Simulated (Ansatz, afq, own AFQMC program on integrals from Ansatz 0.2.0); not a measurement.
AFQMC on a folder of integrals that Ansatz 0.2.0 wrote.

```yaml
crystal:
  periodic: [false, false, false]
  atoms:
    - {symbol: Si, position_ang: [0.000000, 0.046478, 1.919494]}
    - {symbol: Ge, position_ang: [0.000000, -0.038412, -0.725144]}
    - {symbol: H, position_ang: [0.000000, 1.473222, -1.225728]}
basis:
  gaussian: {orbitals: cc-pVDZ}
magnetization: {spin_polarized: true, initial_magnetization: 3}
correlation: {method: ccsd_t, electrons: outside_noble_gas, hamiltonian_folder: ham}
```

```sh
$ ansatz run in.yaml --threads 1 --pin off --events-out ev --progress --plain --max-ram 1382MiB
```

afq runs on the folder ham with

```
--method free --trial cisd --walkers 60 --time-step 0.03 --max-blocks 80 --target-error 0.00036 --factor-cut 1e-05 --seed 5666 --times 0,0.3,0.6,1.2,1.8,2.4,3.6,4.8,6 --taylor-order 8
```

Times are imaginary, in 1/Eh. The walk had a cap of 671 s. Filled inner d shells are frozen with the cores.

Output of the walk:

```
orbitals 31  electrons 6 3  factors 232 of 557
reference energy -2364.74711658 Eh
CCSD correlation -0.16549487 Eh in 16 cycles, weight of the determinant in the CISD state 0.8555
repeat  energy at the last time / Eh  error
    10  -2364.924729  0.001831
    20  -2364.922386  0.001279
    30  -2364.922397  0.000955
    40  -2364.921726  0.000752
    50  -2364.922127  0.000708
    60  -2364.922097  0.000630
    70  -2364.922044  0.000560
    80  -2364.922041  0.000512
time / (1/Eh)  energy / Eh  error  mean overlap
  0.00  -2364.912584  0.000099  1.1680
  0.30  -2364.915905  0.000127  1.1656
  0.60  -2364.917653  0.000152  1.1733
  1.20  -2364.919473  0.000195  1.1880
  1.80  -2364.920587  0.000224  1.1902
  2.40  -2364.921084  0.000273  1.1908
  3.60  -2364.921410  0.000351  1.1880
  4.80  -2364.923046  0.000514  1.1262
  6.00  -2364.922041  0.000512  1.1406
energy -2364.922041 +/- 0.000512 Eh
```

The run passed its tests (error under three times the target), which doesn't prove that it has relaxed.

Against this walk (error 13.9 meV) on the same determinant: CCSD(T) 70.0 meV higher, CCSDT(Q) 3.9 meV higher (within the noise). The error is statistical, and a free projection of finite length keeps a remainder of its start. The last points scatter (meV from the last: 40 ± 6 at 1.80, 26 ± 7 at 2.40, 17 ± 10 at 3.60, -27 ± 14 at 4.80, 0 ± 14 at 6.00); the last is the one printed as the energy, and the gaps above move with that scatter.

Cautions: remainder of the start not in the error; error above the target (13.9 against 9.8 meV); no relativity below Rb; no spin-orbit coupling; inner d shell frozen; lower spins were not checked.

The walk took 3.3 min on 1 thread of Arm Neoverse V1, on a shared host. The log's last line is the free-projection energy.

CCSDT and higher add their correlation energy to the determinant of the CCSD(T) run, since their own runs factorise the integrals more tightly (a shift of under 2 meV). A walk keeps the symmetry of its determinant, which the program's search chose and which needn't be the lowest solution, so a lower state of the same spin and another symmetry isn't excluded.
